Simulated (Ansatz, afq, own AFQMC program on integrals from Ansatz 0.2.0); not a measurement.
## AlH4, doublet → AlH4, quartet

```xyz
5

Al   -0.0599    0.0001   -0.1328
H     0.4487    0.0018    1.9858
H    -0.3171   -0.0089    1.9564
H     0.7333    1.3833   -0.1888
H     0.7376   -1.3801   -0.1993
```

E(quartet, charge +0) − E(doublet, charge +0) at this geometry, on UHF and UHF determinants.

Basis 6-31G. Only valence electrons are correlated. Ansatz 0.2.0 and our own AFQMC program on the same integrals; the CISD trial comes from CCSD amplitudes, and released means the phaseless constraint is let go. Error bars are statistical, one sigma. The errors of all members are added in quadrature.

Full CI on the same integrals is exact in this basis and with this determinant's frozen core.

Errors are counted within 6-31G, not against nature.

Cautions: AlH₄ (quartet): another spin lies lower, unrestricted determinant slightly spin contaminated (⟨S²⟩ 3.80 against 3.75), the CCSD(T) amplitudes may be one of several solutions (largest double 0.11), the CCSDT(Q) amplitudes may be one of several solutions (largest double 0.12), the CCSDTQ amplitudes may be one of several solutions (largest double 0.12); the upper state may be diffuse, so the gap hangs on the basis; core correlation is missing, and it shifts such a gap most where an s electron is promoted.

| level | vertical spin gap (kJ/mol) |
| --- | --- |
| CCSD | 550.0 |
| HF | 545.0 |

(1) From these cheaper values, estimate the vertical spin gap at the reference level in 6-31G.

(1) 549.9 kJ/mol (full CI in 6-31G).

```json
{"level": "MP2", "vertical spin gap (kJ/mol)": "562.2", "error against FCI (kJ/mol)": "12.3"}
{"level": "CCSD(T)", "vertical spin gap (kJ/mol)": "549.9", "error against FCI (kJ/mol)": "0.0"}
{"level": "CCSDT", "vertical spin gap (kJ/mol)": "549.9", "error against FCI (kJ/mol)": "0.0"}
{"level": "CCSDT(Q)", "vertical spin gap (kJ/mol)": "549.9", "error against FCI (kJ/mol)": "0.0"}
{"level": "CCSDTQ", "vertical spin gap (kJ/mol)": "549.9", "error against FCI (kJ/mol)": "0.0"}
{"level": "ph-AFQMC/CISD", "vertical spin gap (kJ/mol)": "550.7 ± 0.09", "error against FCI (kJ/mol)": "0.8 ± 0.09"}
{"level": "released AFQMC", "vertical spin gap (kJ/mol)": "550.2 ± 0.05", "error against FCI (kJ/mol)": "0.3 ± 0.05"}
```

Correlation beyond CCSD(T) changes it by less than 2 meV. The perturbative (T) step is worth −0.1 kJ/mol.

CCSDT and higher add their correlation energy to the determinant of the CCSD(T) run, since their own runs factorise the integrals more tightly (a shift of under 2 meV). Released energies are given only where the last usable release times agree within the noise; a slower fall can still hide under it.
